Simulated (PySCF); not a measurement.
Breaking a bond: CN, doublet.

- ROKS-PBE = restricted open-shell PBE/6-31G run with PySCF
- UKS-PBE = unrestricted PBE/6-31G (PySCF)
- UKS-TPSSh = unrestricted TPSSh/6-31G (PySCF)
- UCCSD(T) = CCSD(T) on UHF/6-31G, 2 core orbitals frozen in PySCF

Energies relative to the lowest point of each curve near equilibrium, in kJ/mol; the last columns give the difference from UCCSD(T):

| R / Å | ROKS-PBE | UKS-PBE | UKS-TPSSh | UCCSD(T) | ROKS-PBE − UCCSD(T) | UKS-PBE − UCCSD(T) | UKS-TPSSh − UCCSD(T) |
|---|---|---|---|---|---|---|---|
| 0.92 | 711.5 | 711.7 | 685.2 | 732.6 | -21.1 | -20.9 | -47.4 |
| 0.99 | 334.5 | 334.8 | 316.5 | 349.5 | -14.9 | -14.7 | -32.9 |
| 1.04 | 171.2 | 171.4 | 158.3 | 182.1 | -11.0 | -10.8 | -23.8 |
| 1.10 | 57.3 | 57.5 | 49.9 | 63.9 | -6.6 | -6.4 | -13.9 |
| 1.12 | 34.7 | 34.8 | 29.0 | 39.9 | -5.2 | -5.0 | -10.9 |
| 1.16 | 7.6 | 7.7 | 4.9 | 10.1 | -2.5 | -2.5 | -5.2 |
| 1.20 | 0.0 | 0.0 | 0.0 | 0.0 | 0.0 | 0.0 | 0.0 |
| 1.22 | 2.1 | 2.1 | 3.4 | 0.9 | 1.2 | 1.2 | 2.5 |
| 1.27 | 20.8 | 20.6 | 24.8 | 16.7 | 4.1 | 4.0 | 8.2 |
| 1.35 | 78.6 | 78.3 | 86.3 | 70.3 | 8.3 | 8.0 | 16.0 |
| 1.43 | — | 155.3 | 166.2 | 143.3 | — | 12.0 | 22.9 |

ROKS-PBE is furthest from UCCSD(T) at 0.92 (-21.1 kJ/mol, below); its mean absolute difference over the points is 7.5 kJ/mol.

UKS-PBE is furthest from UCCSD(T) at 0.92 (-20.9 kJ/mol, below); its mean absolute difference over the points is 7.8 kJ/mol.

UKS-TPSSh is furthest from UCCSD(T) at 0.92 (-47.4 kJ/mol, below); its mean absolute difference over the points is 16.7 kJ/mol.

A dash means that the run gave no value there, or that the column was ended at a point which the program doubted or which failed a test of continuity chosen for this set; such a test can also cut sound points.

The scan ran from 0.92 to 4.64 Å; beyond the distances shown one of the unrestricted levels run for this scan, shown here or not, changes its spin distribution in one step. The unrestricted determinant behind UCCSD(T) is spin-contaminated at 1.04 to 1.43 Å (<S²> up to 2.1, against 0.75 for a pure doublet).
